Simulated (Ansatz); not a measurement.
Mulliken charges of ClHMgS, SMILES `[SH][Mg][Cl]` from PBE/def2-TZVPP in Ansatz (PBE0-D4/def2-TZVP geometry).

```json
{"atom": "S1", "x (Å)": "-0.320", "y (Å)": "1.572", "z (Å)": "-0.514", "charge (e)": "-0.427"}
{"atom": "Mg2", "x (Å)": "-0.241", "y (Å)": "-0.656", "z (Å)": "-0.055", "charge (e)": "0.729"}
{"atom": "Cl3", "x (Å)": "-0.189", "y (Å)": "-2.791", "z (Å)": "0.369", "charge (e)": "-0.412"}
{"atom": "H4", "x (Å)": "0.806", "y (Å)": "1.815", "z (Å)": "0.181", "charge (e)": "0.110"}
```

Question: By hand: the dipole of these point charges (1 e Å = 4.8032 D).

Answer: Σ q r = (0.127, 0.200, 0.047) e Å, of length 0.242 e Å = 1.16 D.

Question: How does the dipole of the full density compare? (An estimate is asked.)

Answer: The calculation gave: (0.101, 0.162, 0.037) e Å, 0.93 D; the point charges give 1.25 times that, at 1° from its direction.

Point charges leave out the atoms' own dipoles, such as those of lone pairs, and Mulliken's split depends on the basis, so the two needn't agree.
